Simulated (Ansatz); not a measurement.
Breaking a bond: Si(H)3(Me), SMILES C[SiH3]. The Si1–C5 bond (Si1 also carries H, H, H; C5 carries H, H, H) is pulled apart rigidly from the PBE0/def2-TZVP optimised geometry.

Levels: RKS-PBE = restricted PBE/cc-pVDZ (Ansatz, a first-principles code); UKS-PBE = unrestricted PBE/cc-pVDZ (Ansatz); UKS-PBE0 = unrestricted PBE0/cc-pVDZ run with Ansatz; UCCSD(T) = CCSD(T) on UHF/cc-pVDZ, frozen core (Ansatz).

Energies relative to the lowest point of each curve near equilibrium, in kcal/mol; the last columns give the difference from UCCSD(T):

```json
[
 {"R / Å": "1.54", "RKS-PBE": "45.1", "UKS-PBE": "45.1", "UKS-PBE0": "44.0", "UCCSD(T)": "47.2", "RKS-PBE − UCCSD(T)": "-2.1", "UKS-PBE − UCCSD(T)": "-2.1", "UKS-PBE0 − UCCSD(T)": "-3.2"},
 {"R / Å": "1.66", "RKS-PBE": "16.2", "UKS-PBE": "16.2", "UKS-PBE0": "15.3", "UCCSD(T)": "16.9", "RKS-PBE − UCCSD(T)": "-0.8", "UKS-PBE − UCCSD(T)": "-0.8", "UKS-PBE0 − UCCSD(T)": "-1.6"},
 {"R / Å": "1.74", "RKS-PBE": "6.2", "UKS-PBE": "6.2", "UKS-PBE0": "5.6", "UCCSD(T)": "6.5", "RKS-PBE − UCCSD(T)": "-0.3", "UKS-PBE − UCCSD(T)": "-0.3", "UKS-PBE0 − UCCSD(T)": "-0.9"},
 {"R / Å": "1.82", "RKS-PBE": "1.2", "UKS-PBE": "1.2", "UKS-PBE0": "1.0", "UCCSD(T)": "1.3", "RKS-PBE − UCCSD(T)": "-0.1", "UKS-PBE − UCCSD(T)": "-0.1", "UKS-PBE0 − UCCSD(T)": "-0.3"},
 {"R / Å": "1.87", "RKS-PBE": "0.0", "UKS-PBE": "0.0", "UKS-PBE0": "0.0", "UCCSD(T)": "0.0", "RKS-PBE − UCCSD(T)": "0.0", "UKS-PBE − UCCSD(T)": "0.0", "UKS-PBE0 − UCCSD(T)": "0.0"},
 {"R / Å": "1.93", "RKS-PBE": "0.0", "UKS-PBE": "0.0", "UKS-PBE0": "0.3", "UCCSD(T)": "0.0", "RKS-PBE − UCCSD(T)": "0.0", "UKS-PBE − UCCSD(T)": "0.0", "UKS-PBE0 − UCCSD(T)": "0.3"},
 {"R / Å": "2.02", "RKS-PBE": "2.2", "UKS-PBE": "2.2", "UKS-PBE0": "3.1", "UCCSD(T)": "2.4", "RKS-PBE − UCCSD(T)": "-0.1", "UKS-PBE − UCCSD(T)": "-0.1", "UKS-PBE0 − UCCSD(T)": "0.7"},
 {"R / Å": "2.10", "RKS-PBE": "5.8", "UKS-PBE": "5.8", "UKS-PBE0": "7.1", "UCCSD(T)": "6.1", "RKS-PBE − UCCSD(T)": "-0.3", "UKS-PBE − UCCSD(T)": "-0.3", "UKS-PBE0 − UCCSD(T)": "1.0"},
 {"R / Å": "2.25", "RKS-PBE": "14.8", "UKS-PBE": "14.8", "UKS-PBE0": "17.1", "UCCSD(T)": "15.6", "RKS-PBE − UCCSD(T)": "-0.8", "UKS-PBE − UCCSD(T)": "-0.8", "UKS-PBE0 − UCCSD(T)": "1.4"},
 {"R / Å": "2.49", "RKS-PBE": "31.7", "UKS-PBE": "31.7", "UKS-PBE0": "35.5", "UCCSD(T)": "33.2", "RKS-PBE − UCCSD(T)": "-1.5", "UKS-PBE − UCCSD(T)": "-1.5", "UKS-PBE0 − UCCSD(T)": "2.3"},
 {"R / Å": "2.71", "RKS-PBE": "46.9", "UKS-PBE": "46.9", "UKS-PBE0": "52.3", "UCCSD(T)": "49.4", "RKS-PBE − UCCSD(T)": "-2.4", "UKS-PBE − UCCSD(T)": "-2.4", "UKS-PBE0 − UCCSD(T)": "2.9"},
 {"R / Å": "3.04", "RKS-PBE": "66.9", "UKS-PBE": "66.9", "UKS-PBE0": "74.4", "UCCSD(T)": "70.1", "RKS-PBE − UCCSD(T)": "-3.2", "UKS-PBE − UCCSD(T)": "-3.2", "UKS-PBE0 − UCCSD(T)": "4.3"},
 {"R / Å": "3.43", "RKS-PBE": "85.1", "UKS-PBE": "84.1", "UKS-PBE0": "87.7", "UCCSD(T)": "85.5", "RKS-PBE − UCCSD(T)": "-0.4", "UKS-PBE − UCCSD(T)": "-1.4", "UKS-PBE0 − UCCSD(T)": "2.2"},
 {"R / Å": "3.96", "RKS-PBE": "101.7", "UKS-PBE": "92.8", "UKS-PBE0": "93.7", "UCCSD(T)": "91.6", "RKS-PBE − UCCSD(T)": "10.1", "UKS-PBE − UCCSD(T)": "1.2", "UKS-PBE0 − UCCSD(T)": "2.2"},
 {"R / Å": "4.57", "RKS-PBE": "112.6", "UKS-PBE": "95.6", "UKS-PBE0": "95.6", "UCCSD(T)": "92.8", "RKS-PBE − UCCSD(T)": "19.8", "UKS-PBE − UCCSD(T)": "2.7", "UKS-PBE0 − UCCSD(T)": "2.8"},
 {"R / Å": "5.45", "RKS-PBE": "119.9", "UKS-PBE": "96.4", "UKS-PBE0": "96.1", "UCCSD(T)": "93.2", "RKS-PBE − UCCSD(T)": "26.7", "UKS-PBE − UCCSD(T)": "3.2", "UKS-PBE0 − UCCSD(T)": "3.0"}
]
```

RKS-PBE is furthest from UCCSD(T) at 5.45 (26.7 kcal/mol, above); its mean absolute difference over the points is 4.3 kcal/mol.

UKS-PBE is furthest from UCCSD(T) at 5.45 (3.2 kcal/mol, above); its mean absolute difference over the points is 1.3 kcal/mol.

UKS-PBE0 is furthest from UCCSD(T) at 3.04 (4.3 kcal/mol, above); its mean absolute difference over the points is 1.8 kcal/mol.

The restricted form behind RKS-PBE keeps the bonding electrons paired and can't separate into open-shell fragments. The unrestricted solution behind UKS-PBE changes between 3.43 and 3.96 Å, which can leave a kink. The unrestricted determinant behind UKS-PBE is spin-contaminated at 3.43 to 5.45 Å (<S²> up to 1.0, against 0.00 for a pure singlet). The unrestricted determinant behind UKS-PBE0 is spin-contaminated at 3.04 to 5.45 Å (<S²> up to 1.0, against 0.00 for a pure singlet). The unrestricted determinant behind UCCSD(T) is spin-contaminated at 2.71 to 5.45 Å (<S²> up to 1.0, against 0.00 for a pure singlet).
